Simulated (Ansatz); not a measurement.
fcc Ag was calculated with r²SCAN in Ansatz (PAW).

Numerical settings: plane-wave cutoff 600 eV, 20×20×20 k mesh, Fermi–Dirac smearing 0.1 eV, finite displacements, no spin polarisation, scalar-relativistic PAW data made under PBE.

The cell has the measured lattice parameters. Conventional cell: a = 4.0860 Å, b = 4.0860 Å, c = 4.0860 Å, α = 90.00°, β = 90.00°, γ = 90.00°.

Harmonic phonon frequencies (cm⁻¹; i marks an imaginary mode):

| q point | frequencies |
|---|---|
| X | 113 113 169 |
| L | … |

Task: Complete the blanks.

Result: 
- L, frequencies: 75 75 172

No imaginary mode appears at these points.

Note: the cell isn't this level's own, so it is under some stress, which shifts stiffness and frequencies.

Ansatz is a program for electronic structure.
